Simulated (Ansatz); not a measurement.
## HMgO, SMILES [OH][Mg]: a rigid scan of one bond angle, step by step

Computed with Ansatz 0.2.0, Python API.

At the Python prompt:
```pycon
>>> import ansatz
>>> from ase import Atoms
>>> atoms = Atoms(["O", "Mg", "H"], positions=[
...     (-0.3255, -0.5461, -0.2458),
...     (1.2459, 0.1647, 0.7026),
...     (-0.9313, 0.3165, -0.47),
... ])
>>> # start the scan from a relaxed geometry
>>> first = (
...     ansatz.Crystal.molecule_from_ase(atoms).calculation()
...     .basis(gaussian="cc-pVDZ")
...     .functional("CAM-B3LYP")
...     .spin("collinear", total=1)
...     .relax(force_tolerance=0.02, max_steps=80)  # relax until the tolerances are met
... )
>>> atoms.positions = first.run(threads=1).report["positions_ang"]
>>> rows = []
>>> for angle in [90, 100, 110, 120, 135, 150, 165, 179]:
...     bent = atoms.copy()
...     bent.set_angle(1, 0, 2, angle, indices=[2])
...     setup = (
...         ansatz.Crystal.molecule_from_ase(bent).calculation()
...         .basis(gaussian="cc-pVDZ")  # the orbital basis, by name
...         .functional("CAM-B3LYP")
...         .spin("collinear", total=1)
...     )
...     rows.append((angle, setup.run(threads=1).report["free_energy_ev"]))
...
>>> floor = min(e for _, e in rows)
>>> for angle, e in rows:
...     print(f"angle Mg1-O0-H2 = {angle:3d} deg   {1000 * (e - floor):9.1f} meV")
...
angle Mg1-O0-H2 =  90 deg       337.9 meV
angle Mg1-O0-H2 = 100 deg       193.8 meV
angle Mg1-O0-H2 = 110 deg       101.4 meV
angle Mg1-O0-H2 = 120 deg        45.4 meV
angle Mg1-O0-H2 = 135 deg         7.0 meV
angle Mg1-O0-H2 = 150 deg         0.0 meV
angle Mg1-O0-H2 = 165 deg         4.4 meV
angle Mg1-O0-H2 = 179 deg         7.4 meV
```

The settings weren't tested for convergence. The scan is rigid, and the energies are electronic, in a modest basis. The zero is the lowest point of the grid, which needn't be the minimum. The run takes the species as open-shell (spin multiplicity 2), which needn't be its ground state. The whole script took 19 s on 1 thread of Arm Neoverse V2, on a shared host, peak memory 0.19 GiB.

(A comment or docstring line of the script was reworded after the run, the code is as it ran.)
